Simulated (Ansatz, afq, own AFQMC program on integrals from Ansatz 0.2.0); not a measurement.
# Where AFQMC and coupled cluster stand for CH2B⁺, triplet

```xyz
4

B     0.0000   -0.1048    0.8024
C     0.0000   -0.0446   -0.7232
H     0.0000    0.8949    1.4725
H     0.0000    0.7607   -1.4612
```

Connectivity, by distances: BH–CH.

Basis cc-pVDZ. Noble-gas cores (and the filled d shells of Ga–Kr and In–Xe) are frozen. Integrals, coupled cluster, full CI and functionals: Ansatz 0.2.0; the random walks run on the same integrals in our own AFQMC program. The CISD trial takes its coefficients from CCSD amplitudes. Released means that phaseless walkers are propagated on without the constraint, phases kept. Free AFQMC starts from the CCSD state and is never constrained. Its projection time is finite, and what remains of the start isn't in its error. Uncertainties: one standard error, sampling alone.

Determinant: UHF, the one that the program's search chose, which needn't be the lowest solution. The geometry is a PBE0/def2-TZVP stationary point of this or a neighbouring charge and spin state.

No full CI on the walks' own integrals is used here; CCSDT(Q) serves as the reference and is uncertain by about the last step of the cluster series.

Cautions: lower spins were not checked.

- T1 diagnostic: 0.0353
- weight of the determinant in the CISD state: 0.896
- ⟨S²⟩ of the determinant: 2.039
- size of the correlated space: 8 electrons in 36 orbitals

Reference: CCSDT(Q), correlation energy -4.793 eV. The released energy is read at 2.40 1/Eh (meV from the phaseless value at times in 1/Eh: -2 ± 9 at 0.24, -24 ± 8 at 0.51, -24 ± 11 at 0.99, -25 ± 10 at 1.62, -29 ± 19 at 2.40).

```json
{"level": "HF", "E − E(reference) (kJ/mol)": "462.5", "share of correlation (%)": "0.00"}
{"level": "MP2", "E − E(reference) (kJ/mol)": "102.5", "share of correlation (%)": "77.83"}
{"level": "CCSD", "E − E(reference) (kJ/mol)": "17.5", "share of correlation (%)": "96.23"}
{"level": "CCSD(T)", "E − E(reference) (kJ/mol)": "4.3", "share of correlation (%)": "99.07"}
{"level": "CCSDT", "E − E(reference) (kJ/mol)": "0.8", "share of correlation (%)": "99.83"}
{"level": "ph-AFQMC/HF", "E − E(reference) (kJ/mol)": "-7.1 ± 4.3", "share of correlation (%)": "101.54"}
{"level": "ph-AFQMC/CISD", "E − E(reference) (kJ/mol)": "2.7 ± 1.0", "share of correlation (%)": "99.42"}
{"level": "released AFQMC", "E − E(reference) (kJ/mol)": "-0.1 ± 1.8", "share of correlation (%)": "100.01"}
{"level": "free AFQMC", "E − E(reference) (kJ/mol)": "1.2 ± 2.4", "share of correlation (%)": "99.73"}
```

Free projections are given only where their last times agree within the noise and don't stop above the reference; a slow remainder of the start can still hide under it. A walk keeps the symmetry of its determinant, which the program's search chose and which needn't be the lowest solution, so a lower state of the same spin and another symmetry isn't excluded. Released energies are given only where the last usable release times agree within the noise; a slower fall can still hide under it.
